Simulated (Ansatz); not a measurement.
Gas-phase reaction in SMILES: C[SiH](C)[SiH3] -> C[SiH][SiH3] + [CH3] (CH3) (the C-Si bond breaks)

Wanted: bond dissociation energy (electronic), in kcal/mol. Conventions: spin-orbit terms left out; non-relativistic; UHF or UKS for open shells; LANL2DZ with its own core potentials from Na on; no dispersion term unless named; valence correlation only. CBS marks a two-point X^-3 extrapolation of the correlation energy; Hartree-Fock from the larger set. First-principles rows: single points at B3LYP-D3(BJ) geometries (Ansatz, an electronic-structure program).

```
species          coefficient  E at B3LYP/LANL2DZ (Ansatz), Eh  E at PBE/def2-TZVPD (Ansatz), Eh
---------------  -----------  -------------------------------  --------------------------------
C[SiH](C)[SiH3]           -1                        -89.99340                        -660.84346
C[SiH][SiH3]              +1                        -50.02638                        -620.91802
[CH3] (CH3)               +1                        -39.83729                         -39.78820
```

Coupled cluster (Ansatz) is a level with limits of its own, used here on species with T1 under 0.025 (0.045 for open shells) and stable references: CCSD(T)/CBS(aug-cc-pV(T+d)Z,aug-cc-pV(Q+d)Z). Value to compare with, CCSD(T)/CBS(aug-cc-pV(T+d)Z,aug-cc-pV(Q+d)Z) (Ansatz): 90.9 kcal/mol. 1 Eh = 627.5095 kcal/mol.

Q: Compute it at each level from the table, and compare with CCSD(T)/CBS(aug-cc-pV(T+d)Z,aug-cc-pV(Q+d)Z) (Ansatz).

A: 
- B3LYP/LANL2DZ: the sum of coefficient times E is 0.12973 Eh, or 81.41 kcal/mol. Result: 81.4 kcal/mol. Its difference against CCSD(T)/CBS(aug-cc-pV(T+d)Z,aug-cc-pV(Q+d)Z) (Ansatz) is -9.5 kcal/mol.
- PBE/def2-TZVPD: the sum of coefficient times E is 0.13724 Eh, or 86.12 kcal/mol. Result: 86.1 kcal/mol. Its difference against CCSD(T)/CBS(aug-cc-pV(T+d)Z,aug-cc-pV(Q+d)Z) (Ansatz) is -4.8 kcal/mol.
